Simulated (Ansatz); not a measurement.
Bond stretch in NaCl, singlet.

Levels of theory: RHF/cc-pVDZ (Ansatz, a quantum-chemistry and plane-wave program); RMP2 = Ansatz with MP2 on RHF/cc-pVDZ, frozen core; RCCSD = CCSD on RHF/cc-pVDZ, frozen core (Ansatz); RCCSD(T) = CCSD(T) on RHF/cc-pVDZ, frozen core in Ansatz; UHF/cc-pVDZ (Ansatz); RCCSDT = CCSDT on RHF/cc-pVDZ, frozen core in Ansatz; RCCSDT(Q) = CCSDT(Q) on RHF/cc-pVDZ, frozen core in Ansatz; RCCSDTQ = CCSDTQ on RHF/cc-pVDZ, frozen core in Ansatz; RKS-B3LYP = Ansatz with restricted B3LYP/cc-pVDZ; UKS-B3LYP = unrestricted B3LYP/cc-pVDZ in Ansatz; RKS-PBE = restricted PBE/cc-pVDZ in Ansatz; UKS-PBE = Ansatz with unrestricted PBE/cc-pVDZ; FCI = full CI/cc-pVDZ, frozen core in Ansatz.

All curves are set to zero at 2.36 Å and compared with full CI in the same basis at 2.36, 2.46, 2.49, 2.61, 2.76, 2.90, 3.19, 3.48, 3.91, 4.20, 4.75, 5.19, 5.73, 6.40, 7.14 Å.

Question: Order the methods by the spread of their error (largest minus smallest) over these points.

Answer: RHF has the smallest spread and UKS-PBE the largest. In order (mEh): RHF 11.67, RMP2 13.30, RCCSD 14.62, RCCSDT 15.51, RCCSDTQ 15.57, RCCSDT(Q) 15.79, RKS-B3LYP 17.32, RCCSD(T) 17.65, UKS-B3LYP 25.61, RKS-PBE 25.99, UHF 27.84, UKS-PBE 31.89.

Errors against full CI at some of the points (mEh):

```json
[
 {"method": "RHF", "2.90 Å": "0.5", "3.48 Å": "-0.2", "4.75 Å": "-3.1", "5.73 Å": "-3.7", "7.14 Å": "7.9"},
 {"method": "RMP2", "2.90 Å": "0.2", "3.48 Å": "0.3", "4.75 Å": "0.0", "5.73 Å": "0.7", "7.14 Å": "13.3"},
 {"method": "RCCSD", "2.90 Å": "0.2", "3.48 Å": "0.2", "4.75 Å": "-0.1", "5.73 Å": "0.2", "7.14 Å": "14.5"},
 {"method": "RCCSDT", "2.90 Å": "0.0", "3.48 Å": "0.0", "4.75 Å": "0.0", "5.73 Å": "0.0", "7.14 Å": "15.5"},
 {"method": "RCCSDTQ", "2.90 Å": "0.0", "3.48 Å": "0.0", "4.75 Å": "0.0", "5.73 Å": "0.0", "7.14 Å": "15.6"},
 {"method": "RCCSDT(Q)", "2.90 Å": "0.0", "3.48 Å": "0.0", "4.75 Å": "0.0", "5.73 Å": "-0.2", "7.14 Å": "15.6"},
 {"method": "RKS-B3LYP", "2.90 Å": "2.0", "3.48 Å": "1.0", "4.75 Å": "-7.1", "5.73 Å": "-14.1", "7.14 Å": "-11.7"},
 {"method": "RCCSD(T)", "2.90 Å": "0.0", "3.48 Å": "0.1", "4.75 Å": "0.0", "5.73 Å": "0.2", "7.14 Å": "15.6"},
 {"method": "UKS-B3LYP", "2.90 Å": "2.0", "3.48 Å": "1.0", "4.75 Å": "-8.9", "5.73 Å": "-20.1", "7.14 Å": "-21.8"},
 {"method": "RKS-PBE", "2.90 Å": "1.0", "3.48 Å": "-1.4", "4.75 Å": "-13.2", "5.73 Å": "-22.5", "7.14 Å": "-22.4"},
 {"method": "UHF", "2.90 Å": "0.5", "3.48 Å": "-0.2", "4.75 Å": "-3.1", "5.73 Å": "-18.1", "7.14 Å": "-27.3"},
 {"method": "UKS-PBE", "2.90 Å": "1.0", "3.48 Å": "-1.4", "4.75 Å": "-14.6", "5.73 Å": "-26.9", "7.14 Å": "-29.4"}
]
```

The scan ran from 1.90 to 9.47 Å; beyond the distances shown full CI changes its symmetry label. The restricted form behind RHF, RMP2, RKS-B3LYP, RKS-PBE keeps the bonding electrons paired and can't separate into open-shell fragments. The T1 diagnostic of CCSD on the restricted reference of RMP2, RCCSD, RCCSD(T), RCCSDT, RCCSDT(Q), RCCSDTQ exceeds 0.045 at 5.73 to 7.14 Å. The unrestricted determinant behind UHF is spin-contaminated at 5.19 to 7.14 Å (<S²> up to 1.0, against 0.00 for a pure singlet). The unrestricted determinant behind UKS-B3LYP is spin-contaminated at 4.20 to 7.14 Å (<S²> up to 0.6, against 0.00 for a pure singlet). The unrestricted determinant behind UKS-PBE is spin-contaminated at 4.20 to 7.14 Å (<S²> up to 0.5, against 0.00 for a pure singlet).
